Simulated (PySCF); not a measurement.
Threshold energies of BN in a plasma

r²SCAN in PySCF with def2-TZVPPD on every atom, for the lowest determinant that a PBE0 search found; no spin–orbit coupling.

```tsv
species	state (unpaired electrons)	Re (Å)	ωe (cm⁻¹)	energy of the minimum from the neutral (eV)	De (eV)	dissociates to
BN	triplet (σ ↑, π ↑)	1.321	1568	0.00	4.90	B + N
BN⁺	quartet (σ ↑, π ↑↑)	1.444	1124	11.30	2.36	B⁺ + N
```

Question: Work out the lowest energy to break BN into atoms, from its vibrational ground state.

Answer: D0 = De − ωe/2 = 4.90 − 0.10 = 4.80 eV (r²SCAN/def2-TZVPPD).

Question: Work out the ionisation energy of the B atom at this level and the threshold of dissociative ionisation.

Answer: IE(B) = 11.30 + 2.36 − 4.90 = 8.76 eV, so B⁺ + N + e⁻ appears at D0 + IE(B) = 13.56 eV (r²SCAN/def2-TZVPPD). The measured IE(B) is 8.298 eV (NIST ASD).

These are thermodynamic thresholds; the onsets seen under electron impact lie higher where the geometry changes, and cross-sections peak well above them.

For an ion De counts to the pair picked by the measured ionisation energies or electron affinities, which need not be the lowest pair at this level. States were picked by a PBE0 search and need not be the measured ground states.
